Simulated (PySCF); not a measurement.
A made-up structure of MgSiH2O, closed shell:

| atom | x (Å) | y (Å) | z (Å) |
| --- | --- | --- | --- |
| O1 | -0.3784 | -0.0245 | 1.2091 |
| Mg2 | 1.3618 | -0.8043 | 1.4255 |
| Si3 | -0.1244 | 0.1040 | -0.3649 |
| H4 | -0.9134 | -0.7367 | -1.3127 |
| H5 | -0.8996 | 0.4729 | 1.8587 |

It is relaxed with PBE-D4/def2-SVP and then PBE0-D4/def2-TZVP (PySCF 2.14 with density fitting (its default auxiliary sets; JK sets also for MP2 and CCSD(T))). Atoms count as bonded within 1.22 times the sum of their covalent radii (H–H: 0.88 Å). The end point is not checked to be a true minimum.

Task: Does its bonding change? (A judgement: the text doesn't fix the answer.)

Result: By the calculation: Yes. Formed: none; broken: O1–Mg2.

Where it ends: The first stage lowers the energy by 1.70 eV in 33 steps. It ends as MgSiH₂O ([OH][SiH][Mg]):
```csv
atom,x (Å),y (Å),z (Å)
O1,-1.1886,0.2388,1.1616
Mg2,2.0608,-1.3247,0.7446
Si3,-0.1040,0.2306,-0.1142
H4,-0.5748,-1.1017,-0.7184
H5,-1.1053,1.0088,1.7284
```

Labels in which every atom is bracketed show which atoms are joined, not bond orders.

For scale, one of the runs: PBE0-D4/def2-TZVP relaxation, 112 basis functions, launched by `OMP_NUM_THREADS=2 python run.py`. Time: 32 s of wall clock on 2 CPU threads of an AMD EPYC 7B13; the host was shared. Peak host memory: 1.1 GiB.
